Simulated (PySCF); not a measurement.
Isomers of C6H6, one GFN2-xTB conformer each. Single-point energies are computed at PBE0/pcSseg-1 (PySCF, gas phase, no added dispersion term), electronic only.

```
        SMILES  GFN2-xTB relative energy (kcal/mol)
   C=C1C=CC=C1                                 32.3
      c1ccccc1                                  0.0
      C#CCC#CC                                 71.9
   C=CC=C1C=C1                                 87.0
  C1=CC2C=CC12                                 62.7
C#C[C@H]1C=CC1                                 68.5
```

Conformers: `[CH2:1]=[CH:2][CH:3]=[C:4]1[CH:5]=[CH:6]1` with C1–C2–C3–C4 180°.

What does PBE0/pcSseg-1 give for the same structures?

| SMILES | PBE0/pcSseg-1 E (Eh) | PBE0/pcSseg-1 (kcal/mol) | GFN2-xTB (kcal/mol) | point group |
| --- | --- | --- | --- | --- |
| c1ccccc1 | -231.93546 | 0.0 | 0.0 | D6h |
| C=C1C=CC=C1 | -231.87738 | 36.4 | 32.3 | C2v |
| C1=CC2C=CC12 | -231.80750 | 80.3 | 62.7 | C2v |
| C#C[C@H]1C=CC1 | -231.80011 | 84.9 | 68.5 | – |
| C=CC=C1C=C1 | -231.79169 | 90.2 | 87.0 | Cs |
| C#CCC#CC | -231.79143 | 90.4 | 71.9 | – |

Both levels put the same isomer lowest; measured from each level's own lowest isomer, the values differ by up to 18.5 kcal/mol (C#CCC#CC: 71.9 against 90.4). As drawn, the lowest has an aromatic ring, which the highest lacks; the highest has a C≡C bond, which the lowest lacks. Neighbours under 2.5 kcal/mol apart (C=CC=C1C=C1 and C#CCC#CC) can change places with a better method, another conformer or zero-point energy.

Which frontier levels, dipoles and rotational constants go with these structures?

```tsv
SMILES	HOMO (eV, PBE0/pcSseg-1)	LUMO (eV)	dipole (D)	A, B, C (MHz)
c1ccccc1	-7.36	-0.15	0.00	5783, 5783, 2892
C=C1C=CC=C1	-6.40	-1.93	0.69	8392, 3846, 2637
C1=CC2C=CC12	-6.96	-0.32	0.03	7814, 4660, 3627
C#C[C@H]1C=CC1	-7.41	0.21	0.75	9834, 2660, 2388
C=CC=C1C=C1	-5.55	-0.79	2.94	18375, 1831, 1665
C#CCC#CC	-7.35	0.95	0.81	11466, 1590, 1422
```
